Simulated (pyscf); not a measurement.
Elementary routes open to `[NH2][SiH]` [singlet] + `[OH2]` in the gas phase (singlet surface):
A. `[NH3]` + `[OH][SiH]` [singlet] (N–Si, H–O broken; H–N, O–Si formed)
B. `[NH2][SiH2][OH]` (H–O broken; O–Si, H–Si formed)

Optimised with ωB97X-D3(BJ)/def2-SVP in PySCF. Correlated levels are frozen-core, on RHF or UHF. ΔMP2 is the change of the MP2 total energy from the triple- to the quadruple-zeta basis.

**Question.** Rank the routes by free-energy barrier at 900 K, lowest first, for CCSD(T)/def2-TZVPP + ΔMP2(QZVPP) energies (ideal gas, 1 atm, RRHO with modes under 100 cm⁻¹ raised to 100, one conformer, R ln 2 for rigid chiral ones).

**Answer.** A (34.6 kcal/mol), B (46.9 kcal/mol)

Route A is the fastest of these, ahead of the next by 12.3 kcal/mol. The most stable products are those of B (ΔG = -32.2 kcal/mol), whose barrier is 12.3 kcal/mol higher: the kinetic and the thermodynamic product differ. At 298 K A is still the fastest. A: On the reactant side the descent ends in an adduct with a O–Si contact, 7.8 kcal/mol under the separated species and 6.3 kcal/mol under the saddle at ωB97X-D3(BJ)/def2-TZVP. On the product side the descent ends in an adduct with a N–Si contact, 21.5 kcal/mol under the separated species and 23.3 kcal/mol under the saddle at ωB97X-D3(BJ)/def2-TZVP. B: On the reactant side the descent ends in an adduct with a O–Si contact, 7.8 kcal/mol under the separated species and 24.3 kcal/mol under the saddle at ωB97X-D3(BJ)/def2-TZVP. Only these routes are compared; each barrier is that of the saddle found, and lower ones may exist. The CCSD(T) − MP2 part came from Ansatz, without density fitting, on the same reference.
